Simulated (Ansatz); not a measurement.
Reaction (SMILES): OC=O → O=C[O-] + H+
B3LYP-D3(BJ)/def2-TZVP geometries, fixed; electronic energies without zero-point terms.

Effect of a fitting basis named in the input at MP2/def2-TZVPP with Ansatz (a quantum-chemistry and plane-wave program), against the last row, where the deprotonation energy is 354.23 kcal/mol. Cores are frozen. Species with rotatable bonds are taken in one conformer. The proton leaves the site shown, which need not be the most acidic. The default fits or decomposes integrals by the program's own choice; accuracy: high also tightens integrals, grids and stops.

```csv
setting,largest shift of a total energy (mEh),shift of the deprotonation energy (kcal/mol)
fitting: def2-universal-jkfit and def2-SVP-RIFIT,-5.025,-0.451
fitting: def2-universal-jkfit and cc-pVDZ-RIFIT,-3.274,-0.280
fitting: def2-universal-jkfit and cc-pVTZ-RIFIT,0.217,0.013
fitting: def2-universal-jkfit and aug-cc-pVTZ-RIFIT,0.178,0.000
fitting: def2-universal-jkfit and cc-pVQZ-RIFIT,0.193,0.006
fitting: def2-universal-jkfit and aug-cc-pVQZ-RIFIT,0.181,0.005
accuracy: high,-0.002,0.000
accuracy: medium (default),0.000,0.000
```

Within 0.1 kcal/mol in the deprotonation energy: fitting: def2-universal-jkfit and cc-pVTZ-RIFIT; fitting: def2-universal-jkfit and aug-cc-pVTZ-RIFIT; fitting: def2-universal-jkfit and cc-pVQZ-RIFIT; fitting: def2-universal-jkfit and aug-cc-pVQZ-RIFIT; accuracy: high. The largest shift is 5.025 mEh in a total energy and 0.451 kcal/mol in the difference.
